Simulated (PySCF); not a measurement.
Gas-phase reaction: 3 ethylsilane + 2 CCl4 = 3 (CH3)2SiCl2 + 2 CH3Cl

Energies from PySCF (xtb for GFN2), thermal terms from the rigid-rotor harmonic-oscillator model, ideal gas at 1 bar. † marks an energy on the PBE0/def2-TZVP geometry and frequencies; other levels use their own. MP2 freezes the core. 6-31G* has spherical d functions here. All species are closed-shell singlets. MP2 isn't extrapolated to the basis-set limit; its ΔH°(298 K) is -1193.6 kJ in def2-SVP and -1278.3 kJ in def2-TZVPP. The harmonic model lacks anharmonicity and excited electronic states, which grow with temperature; levels with a mode under 35 cm⁻¹ are left out. Internal rotation in ethylsilane, (CH3)2SiCl2 is treated as a harmonic vibration of one conformer, which makes the entropy rough.

```
level               ΔE electronic, kJ  ΔH°(298 K), kJ  ΔS°(298 K), J/K  ΔG°(2000 K), kJ
------------------  -----------------  --------------  ---------------  ---------------
BLYP/def2-TZVP†                 -1252           -1195               34            -1245
GFN2-xTB                         -741            -677               61             -762
HF/6-31G*                       -1381           -1321               35            -1379
M06-2X/def2-TZVP†               -1339           -1281               34            -1332
MP2/def2-SVP†                   -1251           -1194               34            -1244
PBE/def2-TZVP†                  -1251           -1194               34            -1244
PBE0/def2-QZVP†                 -1317           -1260               34            -1310
ωB97X-V/def2-TZVP†              -1305           -1247               34            -1298
```
ΔH° is lowest at HF/6-31G* and highest at GFN2-xTB. No reference value is set beside these.
